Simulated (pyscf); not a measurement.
Thermochemistry of product channels of O=Si(OH)–OH (SMILES O=[Si](O)O) + NH₃ (SMILES N) on the singlet surface, in kJ/mol, from ωB97M-D3(BJ)/def2-TZVP energies (ideal gas, 1 atm, RRHO with modes under 100 cm⁻¹ raised to 100, one conformer, R ln 2 for chiral ones without a mode under 150 cm⁻¹). Optimised with ωB97X-D3(BJ)/def2-SVP in PySCF.

| products | ΔE | ΔH(298 K) | ΔG(298 K) | ΔG(1200 K) |
|---|---|---|---|---|
| H₂N–Si(OH)(OH)–OH (SMILES N[Si](O)(O)O) | -241.5 | -238.2 | -198.2 | -90.8 |
| H₂N–Si(=O)–OH (SMILES N[Si](=O)O) + H₂O (SMILES O) | +25.1 | +23.5 | +21.1 | +10.3 |

These are energies of the channels, which say nothing of barriers.
